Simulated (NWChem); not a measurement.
System: NaCl; SMILES [Na][Cl]

Input file for NWChem:

```
start job
memory heap 200 mb stack 900 mb global 1100 mb
geometry units angstroms
  Na    -0.809487    -0.765613    -0.783551
  Cl     0.524918     0.496468     0.508099
end
basis spherical
  * library def2-svp
end
dft
  xc pbe0
  iterations 150
end
driver
  maxiter 120
end
task dft optimize
task dft freq
```

Excerpt of the output:

```
             Northwest Computational Chemistry Package (NWChem) 7.3.0
             --------------------------------------------------------

 ORDER OF PRIMARY AXIS IS BEING SET TO 4
 C4V symmetry detected

                             Geometry "geometry" -> ""
                             -------------------------

 Output coordinates in angstroms (scale by  1.889725989 to convert to a.u.)

  No.       Tag          Charge          X              Y              Z
 ---- ---------------- ---------- -------------- -------------- --------------
    1 Na                  11.0000     0.00000000     0.00000000    -1.36328178
    2 Cl                  17.0000     0.00000000     0.00000000     0.88212350

 Effective nuclear repulsion energy (a.u.)      44.0705053956

      Symmetry information
      --------------------

 Group name             C4v
 Group number             18
 Group order               8
 No. of unique centers     2

                                Z-matrix (autoz)
                                --------

 Units are Angstrom for bonds and degrees for angles

      Type          Name      I     J     K     L     M      Value
      ----------- --------  ----- ----- ----- ----- ----- ----------
    1 Stretch                  1     2                       2.24541

                           NWChem Geometry Optimization
                           ----------------------------

 maximum gradient threshold         (gmax) =   0.000450
 rms gradient threshold             (grms) =   0.000300
 maximum cartesian step threshold   (xmax) =   0.001800
 rms cartesian step threshold       (xrms) =   0.001200
 fixed trust radius                (trust) =   0.300000
 source of zmatrix                         =   autoz

          -------------------
          Energy Minimization
          -------------------

 Using diagonal initial Hessian
 Scaling for Hessian diagonals: bonds = 1.00  angles = 0.25  torsions = 0.10

          --------
          Step   0

                                 NWChem DFT Module
                                 -----------------

 Summary of "ao basis" -> "ao basis" (spherical)
 ------------------------------------------------------------------------------
       Tag                 Description            Shells   Functions and Types
 ---------------- ------------------------------  ------  ---------------------
 Na                         def2-svp                 7       15   4s2p1d
 Cl                         def2-svp                 8       18   4s3p1d

      Symmetry analysis of basis
      --------------------------

        a1         15
        a2          0
        b1          2
        b2          2
        e          14

            General Information
            -------------------
          SCF calculation type: DFT
          Wavefunction type:  closed shell.
          No. of atoms     :     2
          No. of electrons :    28
           Alpha electrons :    14
            Beta electrons :    14
          Charge           :     0
          Spin multiplicity:     1
          Use of symmetry is: on ; symmetry adaption is: on
          Maximum number of iterations: 150
          AO basis - number of functions:    33
                     number of shells:    15
          Convergence on energy requested:  1.00D-06
          Convergence on density requested:  1.00D-05
          Convergence on gradient requested:  5.00D-04

              XC Information
              --------------
                         PBE0 Method XC Functional
                     Hartree-Fock (Exact) Exchange  0.250
          PerdewBurkeErnzerhof Exchange Functional  0.750
            Perdew 1991 LDA Correlation Functional  1.000 local
           PerdewBurkeErnz. Correlation Functional  1.000 non-local

             Grid Information
             ----------------
          Grid used for XC integration:  medium
          Radial quadrature: Mura-Knowles
          Angular quadrature: Lebedev.
          Tag              B.-S. Rad. Rad. Pts. Rad. Cut. Ang. Pts.
          ---              ---------- --------- --------- ---------
          Na                  1.80       88           9.0       434
          Cl                  1.00       88           9.0       590
          Grid pruning is: on
          Number of quadrature shells:   176
          Spatial weights used:  Erf1

      Superposition of Atomic Density Guess
      -------------------------------------

 Sum of atomic energies:        -621.11612880

      Non-variational initial energy
      ------------------------------

 Total energy =    -621.015726
 1-e energy   =    -950.265957
 2-e energy   =     285.179726
 HOMO         =      -0.447057
 LUMO         =      -0.046825

      Symmetry analysis of molecular orbitals - initial
      -------------------------------------------------

 !! scf_movecs_sym_adapt:    4 vectors were symmetry contaminated

  Symmetry fudging

 !! scf_movecs_sym_adapt:    4 vectors were symmetry contaminated

  Numbering of irreducible representations:

     1 a1          2 a2          3 b1          4 b2          5 e

  Orbital symmetries:

[...]

      ----------------------
      Optimization converged
      ----------------------

  Step       Energy      Delta E   Gmax     Grms     Xrms     Xmax
  ---- ---------------- -------- -------- -------- -------- --------
@    3    -622.10120454 -5.5D-07  0.00003  0.00003  0.00098  0.00170
                                     ok       ok       ok       ok

                                Z-matrix (autoz)
                                --------

 Units are Angstrom for bonds and degrees for angles

      Type          Name      I     J     K     L     M      Value     Gradient
      ----------- --------  ----- ----- ----- ----- ----- ---------- ----------
    1 Stretch                  1     2                       2.33815   -0.00003

                         Geometry "geometry" -> "geometry"
                         ---------------------------------

 Output coordinates in angstroms (scale by  1.889725989 to convert to a.u.)

  No.       Tag          Charge          X              Y              Z
 ---- ---------------- ---------- -------------- -------------- --------------
    1 Na                  11.0000     0.00000000     0.00000000    -1.40965185
    2 Cl                  17.0000     0.00000000     0.00000000     0.92849358

 Effective nuclear repulsion energy (a.u.)      42.3224939101

      Symmetry information
      --------------------

 Group name             C4v
 Group number             18
 Group order               8
 No. of unique centers     2

                Final and change from initial internal coordinates
                --------------------------------------------------

                                Z-matrix (autoz)
                                --------

 Units are Angstrom for bonds and degrees for angles

      Type          Name      I     J     K     L     M      Value       Change
      ----------- --------  ----- ----- ----- ----- ----- ---------- ----------
    1 Stretch                  1     2                       2.33815    0.09274

 ==============================================================================
                                internuclear distances
 ------------------------------------------------------------------------------
       center one      |      center two      | atomic units |  angstroms
 ------------------------------------------------------------------------------
    2 Cl               |   1 Na               |     4.41845  |     2.33815
 ------------------------------------------------------------------------------
                         number of included internuclear distances:          1
 ==============================================================================

[second-derivative integrals and response iterations left out]

  Vibrational analysis via the FX method

  See chapter 2 in "Molecular Vibrations" by Wilson, Decius and Cross

  Vib: Default input used

[...]

 Rotational Constants
 --------------------
 A=   0.000000 cm-1  (  0.000000 K)
 B=   0.222310 cm-1  (  0.319847 K)
 C=   0.222310 cm-1  (  0.319847 K)

 Temperature                      =   298.15K
 frequency scaling parameter      =   1.0000

 Linear Molecule

 Zero-Point correction to Energy  =    0.553 kcal/mol  (  0.000882 au)
 Thermal correction to Energy     =    2.236 kcal/mol  (  0.003563 au)
 Thermal correction to Enthalpy   =    2.828 kcal/mol  (  0.004507 au)

 Total Entropy                    =   54.654 cal/mol-K
   - Translational                =   38.075 cal/mol-K (mol. weight =  57.9587)
   - Rotational                   =   15.568 cal/mol-K (symmetry #  =        1)
   - Vibrational                  =    1.011 cal/mol-K

 Cv (constant volume heat capacity) =    6.463 cal/mol-K
   - Translational                  =    2.979 cal/mol-K
   - Rotational                     =    1.986 cal/mol-K
   - Vibrational                    =    1.497 cal/mol-K

[normal modes left out]

 ----------------------------------------------------------------------------
 Normal Eigenvalue ||           Projected Infra Red Intensities
  Mode   [cm**-1]  || [atomic units] [(debye/angs)**2] [(KM/mol)] [arbitrary]
 ------ ---------- || -------------- ----------------- ---------- -----------
    1        0.000 ||    0.023278           0.537        22.693      12.309
    2        0.000 ||    0.023278           0.537        22.693      12.309
    3        0.000 ||    0.015304           0.353        14.919       8.092
    4        0.000 ||    0.015304           0.353        14.919       8.092
    5        0.000 ||    0.000000           0.000         0.000       0.000
    6      387.141 ||    0.036308           0.838        35.394      19.198
 ----------------------------------------------------------------------------
```

Level: PBE0/def2-SVP.
